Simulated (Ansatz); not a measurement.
# Ba: from a trial structure to a relaxed crystal

Method: Ansatz, DFT PBEsol, scalar-relativistic, plane waves, PAW. Cutoff 420 eV, Γ-centred k mesh, Gaussian smearing, no spin polarisation in the final step.

The start puts Ba on the graphite structure type (P6_3/mmc, No. 194), at a guessed volume.

```
Ba
1.0
     4.91627    0.00000    0.00000
    -2.45813    4.25761    0.00000
     0.00000    0.00000   13.38983
Ba
4
Direct
  0.00000 0.00000 0.25000
  0.00000 0.00000 0.75000
  0.33333 0.66667 0.75000
  0.66667 0.33333 0.25000
```

Cell and atoms relax at zero pressure; the relaxation can't lower the symmetry of the start. After a coarse first stage the cell is made exact in the group found at 0.06 Å.

Energies count from the standard state of Ba at the same level.

Problem. Which crystal results?

Solution. It keeps P6_3/mmc (No. 194), but not the shape of the type it started on. Conventional cell: a = 6.341 Å, c = 6.462 Å. Ba on Wyckoff site b (2 atoms of the primitive cell) has 2 Ba at 3.23 Å and 3 Ba at 3.66 Å; around Ba on Wyckoff site d (2 atoms of the primitive cell) lie 3 Ba at 3.66 Å.

```cif
data_structure
_symmetry_space_group_name_H-M 'P6_3/mmc'
_symmetry_Int_Tables_number 194
_cell_length_a 6.3413
_cell_length_b 6.3413
_cell_length_c 6.4625
_cell_angle_alpha 90.000
_cell_angle_beta 90.000
_cell_angle_gamma 120.000
_cell_volume 225.06
loop_
_atom_site_label
_atom_site_type_symbol
_atom_site_symmetry_multiplicity
_atom_site_Wyckoff_symbol
_atom_site_fract_x
_atom_site_fract_y
_atom_site_fract_z
_atom_site_occupancy
Ba1 Ba 2 b 0.00000 0.00000 0.25000 1
Ba2 Ba 2 d 0.33333 0.66667 0.75000 1
```

Problem. What are its volume, energy, density and gap?

Solution. The volume per atom is 56.26 Å³, the density is 4.05 g/cm³ and the energy over the standard structure is 0.48 eV/atom. The gap on the 9×9×8 mesh is 0 eV (a metal).

The final run used a 9×9×8 mesh on its 4-atom cell and 0.10 eV smearing. The k mesh leaves about 4 meV/atom of noise in metals. Symmetry constrained the relaxation, so the result can be a saddle point.